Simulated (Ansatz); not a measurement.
# SiN2H (quartet): wave-function methods side by side, cc-pVDZ

One table from this session's results is given with a row withheld; the runs are named, their logs left out.

Program: Ansatz 0.2.0, Gaussian basis. Level of theory: cc-pVDZ, core rule «outside noble gas», up to 7 orbitals frozen. These are calculated values, not measurements.

To be run: UHF; CCSD(T) on ROHF; CCSD(T) on UHF; BCCD(T) on ROHF; CISD as a restricted active space (open shells left free, so some higher excitations enter); CCSDT(Q) on ROHF; CCSDT(Q) on UHF.

16 further runs of the same task are left out: 8 that didn't finish, 8 set aside as unsound or not needed. Runs told in other sessions of the task aren't counted.

### What is computed

The geometry is a PBE0/def2-TZVP stationary point (not a proven minimum) of the parent state, kept for this charge and spin.

4 atoms, charge 0, spin multiplicity 4.

Atoms are counted from 1 here; the program's logs count them from 0.

Bond lengths: N1–N2 1.251 Å, N1–H4 1.031 Å, N2–Si3 1.603 Å. Angles: N2–N1–H4 109.6°, N1–N2–Si3 173.5°.

The first run:

in.yaml

```yaml
crystal:
  periodic: [false, false, false]
  atoms:
    - {symbol: N, position_ang: [0.000005, -0.302572, 0.908543]}
    - {symbol: N, position_ang: [-0.000014, -0.160541, -0.334175]}
    - {symbol: Si, position_ang: [0.000002, -0.160128, -1.936811]}
    - {symbol: H, position_ang: [0.000007, 0.623240, 1.362442]}
basis:
  gaussian: {orbitals: cc-pVDZ}
magnetization: {spin_polarized: true, initial_magnetization: 3}
hamiltonian: {xc: hf}
output: {orbitals: {seedname: orbitals}}
```

Command:

```bash
$ ansatz run in.yaml --threads 1 --pin off --events-out ev --progress --plain --max-ram 2393MiB
```

Steps of the session up to this table: UHF; CCSD(T) on ROHF; CCSD(T) on UHF; BCCD(T) on ROHF; CISD as a restricted active space (open shells left free, so some higher excitations enter); CCSDT(Q) on ROHF; CCSDT(Q) on UHF.

One of the session's tables, all rows but one given; the rest of the session is left out.

| method | from UCCSDT(Q) (meV) |
| --- | --- |
| ROHF | +11268.9 |
| UHF | +10828.2 |
| RMP2 | +1402.3 |
| UMP2 | +1487.6 |
| CISD | ? |
| RCCSD | +458.6 |
| UCCSD | +442.8 |
| RCCSD(T) | +76.7 |
| UCCSD(T) | +77.3 |
| BCCD(T) | +73.6 |
| RCCSDT | +43.8 |
| UCCSDT | +41.8 |
| RCCSDT(Q) | +2.9 |
| UCCSDT(Q) | 0 |

Q: Estimate the row for CISD from the others.

**Answer.** from UCCSDT(Q) (meV): +1655.6. In the column «from UCCSDT(Q) (meV)» it lies between UMP2 (+1487.6) and UHF (+10828.2).

Caveats from the session: Restricted and unrestricted rows rest on different reference determinants; a gap between their highest levels can come from leftover correlation error, from unlike frozen cores or from another state.
